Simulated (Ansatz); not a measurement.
**CH5S+ (SMILES C[SH2+]): one structure at several levels**

Aim: energy, forces and dipole at a structure displaced at random from a GFN2-xTB minimum, from CCSD(T) and from density functionals.

Program: Ansatz 0.2.0, Gaussian basis. Level of theory: single points in def2-TZVPP. These are calculated values, not measurements.

Cores are frozen in the correlated methods.

## Step 1: The starting structure

SMILES `C[SH2+]`, 7 atoms, charge 1, spin multiplicity 1.

Atoms are counted from 1 here; the program's logs count them from 0.

Bond lengths: C1–S2 1.829 Å, C1–H3 1.081 Å, C1–H4 1.080 Å, C1–H5 1.069 Å, S2–H6 1.362 Å, S2–H7 1.373 Å. Angles: S2–C1–H3 106.4°, S2–C1–H4 106.3°, S2–C1–H5 111.0°, H3–C1–H4 109.1°, H3–C1–H5 113.4°, H4–C1–H5 110.4°, C1–S2–H6 96.6°, C1–S2–H7 96.8°, H6–S2–H7 92.9°.

Coordinates:

```csv
atom,x (Å),y (Å),z (Å)
C1,-0.47960,-0.41220,-0.35030
S2,0.61270,0.18340,0.99090
H3,-1.47970,-0.43930,0.05950
H4,-0.16190,-1.42020,-0.57480
H5,-0.39330,0.20760,-1.21750
H6,0.25360,1.49470,0.91610
H7,1.73020,0.37400,0.21660
```

## Step 2: CCSD(T)/def2-TZVPP

The input, run/in.yaml:

```yaml
crystal:
  periodic: [false, false, false]
  atoms:
    - {symbol: C, position_ang: [-0.479600, -0.412200, -0.350300]}
    - {symbol: S, position_ang: [0.612700, 0.183400, 0.990900]}
    - {symbol: H, position_ang: [-1.479700, -0.439300, 0.059500]}
    - {symbol: H, position_ang: [-0.161900, -1.420200, -0.574800]}
    - {symbol: H, position_ang: [-0.393300, 0.207600, -1.217500]}
    - {symbol: H, position_ang: [0.253600, 1.494700, 0.916100]}
    - {symbol: H, position_ang: [1.730200, 0.374000, 0.216600]}
basis:
  gaussian: {orbitals: def2-TZVPP}
total_charge: 1
correlation: {method: ccsd_t}
output: {forces: true}
```

The command line of these runs was not kept.

## Step 3: PBE0-D4/def2-TZVPP

Edit run/in.yaml of step 2 so:

```diff
@@ -13,3 +13,3 @@
 total_charge: 1
-correlation: {method: ccsd_t}
-output: {forces: true}
+hamiltonian: {xc: pbe0, dispersion: d4}
+output: {forces: true, orbitals: {seedname: orbitals}}
```

## Step 4: wB97M-V/def2-TZVPP

Edit run/in.yaml of step 3 so:

```diff
@@ -13,3 +13,3 @@
 total_charge: 1
-hamiltonian: {xc: pbe0, dispersion: d4}
-output: {forces: true, orbitals: {seedname: orbitals}}
+hamiltonian: {xc: {name: wB97M-V}}
+output: {forces: true}
```

## Step 5: r2SCAN-D4/def2-TZVPP

Edit run/in.yaml of step 4 so:

```diff
@@ -13,3 +13,3 @@
 total_charge: 1
-hamiltonian: {xc: {name: wB97M-V}}
+hamiltonian: {xc: r2scan, dispersion: d4}
 output: {forces: true}
```

## Step 6: PBE-D4/def2-TZVPP

Edit run/in.yaml of step 5 so:

```diff
@@ -13,3 +13,3 @@
 total_charge: 1
-hamiltonian: {xc: r2scan, dispersion: d4}
+hamiltonian: {xc: pbe, dispersion: d4}
 output: {forces: true}
```

## Step 7: r2SCAN0-D4/def2-TZVPP

Edit run/in.yaml of step 6 so:

```diff
@@ -13,3 +13,3 @@
 total_charge: 1
-hamiltonian: {xc: pbe, dispersion: d4}
+hamiltonian: {xc: {name: r2SCAN0}, dispersion: d4}
 output: {forces: true}
```

## Step 8: SPW92/def2-TZVPP

Edit run/in.yaml of step 7 so:

```diff
@@ -13,3 +13,3 @@
 total_charge: 1
-hamiltonian: {xc: {name: r2SCAN0}, dispersion: d4}
+hamiltonian: {xc: lda}
 output: {forces: true}
```

(Steps that only read results are left out.)

Before running it: what results should come out? Wanted: energy less free atoms, CCSD(T)/def2-TZVPP; RMS force component; RMS force error; HOMO and LUMO, PBE0-D4; T1 diagnostic.

As calculated:

```
                                  quantity                                                                                            value
energy less free atoms, CCSD(T)/def2-TZVPP                                                                                       -14.797 eV
                       RMS force component                                                             0.305 to 0.431 eV/Å over the methods
                           RMS force error  PBE0-D4 0.109, wB97M-V 0.052, r2SCAN-D4 0.083, PBE-D4 0.222, r2SCAN0-D4 0.104, SPW92 0.356 eV/Å
                    HOMO and LUMO, PBE0-D4                                                                              -16.49 and -6.44 eV
                             T1 diagnostic                                                                                            0.010
```

In words: Against CCSD(T) the functionals' energies less atoms differ by -3.471 to -0.295 eV, PBE-D4 by -0.727 eV. A larger basis would deepen the CCSD(T) value, while the functionals are nearly converged already, so the order here is not reliable. The forces of wB97M-V come nearest to CCSD(T), those of SPW92 are farthest. Frozen-core CCSD(T) forces in triple zeta carry basis errors of their own, and this is one geometry, so small gaps rank nothing.
